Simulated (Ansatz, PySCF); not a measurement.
Dissociation curve of SMILES P. The P1–H4 bond (P1 also carries H, H; H4 carries nothing else) is varied alone, starting from the PBE0/def2-TZVP optimised geometry.

Computed with: RKS-PBE = restricted PBE/cc-pVDZ run with Ansatz (a quantum-chemistry and plane-wave program); UKS-PBE = unrestricted PBE/cc-pVDZ in Ansatz; UKS-BHandHLYP = unrestricted BHandHLYP/cc-pVDZ in PySCF; UCCSD(T) = CCSD(T) on UHF/cc-pVDZ, 5 core orbitals frozen run with PySCF.

Energies relative to the lowest point of each curve near equilibrium, in kJ/mol; the last columns give the difference from UCCSD(T):

| R / Å | RKS-PBE | UKS-PBE | UKS-BHandHLYP | UCCSD(T) | RKS-PBE − UCCSD(T) | UKS-PBE − UCCSD(T) | UKS-BHandHLYP − UCCSD(T) |
|---|---|---|---|---|---|---|---|
| 1.06 | 272.4 | 272.4 | 258.1 | 266.2 | 6.3 | 6.3 | -8.0 |
| 1.12 | 173.4 | 173.4 | 161.1 | 167.3 | 6.1 | 6.1 | -6.2 |
| 1.20 | 85.0 | 85.0 | 75.7 | 80.0 | 5.1 | 5.1 | -4.2 |
| 1.29 | 28.8 | 28.8 | 23.1 | 25.4 | 3.3 | 3.3 | -2.3 |
| 1.32 | 17.6 | 17.6 | 13.2 | 15.0 | 2.7 | 2.7 | -1.8 |
| 1.39 | 2.6 | 2.6 | 1.2 | 1.7 | 0.9 | 0.9 | -0.5 |
| 1.42 | 0.1 | 0.1 | 0.0 | 0.0 | 0.1 | 0.1 | 0.0 |
| 1.47 | 0.0 | 0.0 | 2.1 | 1.3 | -1.3 | -1.3 | 0.8 |
| 1.50 | 2.0 | 2.0 | 5.5 | 4.2 | -2.1 | -2.1 | 1.4 |
| 1.55 | 8.2 | 8.2 | 14.0 | 11.7 | -3.5 | -3.5 | 2.2 |
| 1.66 | 30.7 | 30.7 | 41.5 | 37.1 | -6.4 | -6.4 | 4.5 |
| 1.76 | 57.7 | 57.7 | 73.2 | 66.2 | -8.5 | -8.5 | 7.0 |
| 1.93 | 109.7 | 109.7 | 133.3 | 120.2 | -10.5 | -10.5 | 13.1 |
| 2.15 | 177.7 | 177.7 | 211.8 | 188.7 | -11.0 | -11.0 | 23.1 |
| 2.37 | 239.6 | 239.6 | 269.4 | 246.2 | -6.6 | -6.6 | 23.3 |
| 2.57 | 288.2 | 286.0 | 300.4 | 286.3 | 1.9 | -0.3 | 14.1 |
| 2.85 | 343.7 | 321.0 | 324.1 | 320.0 | 23.7 | 1.0 | 4.1 |
| 3.10 | 382.2 | 335.4 | 334.9 | 332.5 | 49.8 | 2.9 | 2.4 |
| 3.49 | 425.6 | 344.5 | 342.6 | 338.5 | 87.1 | 6.0 | 4.1 |
| 3.83 | 451.0 | 347.4 | 345.5 | 340.0 | 111.0 | 7.4 | 5.5 |
| 4.28 | 472.5 | 348.9 | 347.1 | 340.6 | 131.9 | 8.3 | 6.4 |
| 4.94 | 488.9 | 349.5 | 347.7 | 340.9 | 147.9 | 8.6 | 6.8 |

RKS-PBE is furthest from UCCSD(T) at 4.94 (147.9 kJ/mol, above); its mean absolute difference over the points is 28.5 kJ/mol.

UKS-PBE is furthest from UCCSD(T) at 2.15 (-11.0 kJ/mol, below); its mean absolute difference over the points is 4.9 kJ/mol.

UKS-BHandHLYP is furthest from UCCSD(T) at 2.37 (23.3 kJ/mol, above); its mean absolute difference over the points is 6.5 kJ/mol.

The restricted form behind RKS-PBE keeps the bonding electrons paired and can't separate into open-shell fragments. The unrestricted determinant behind UKS-PBE is spin-contaminated at 2.57 to 4.94 Å (<S²> up to 1.0, against 0.00 for a pure singlet). The unrestricted determinant behind UKS-BHandHLYP is spin-contaminated at 2.15 to 4.94 Å (<S²> up to 1.0, against 0.00 for a pure singlet). The unrestricted determinant behind UCCSD(T) is spin-contaminated at 1.93 to 4.94 Å (<S²> up to 1.0, against 0.00 for a pure singlet).
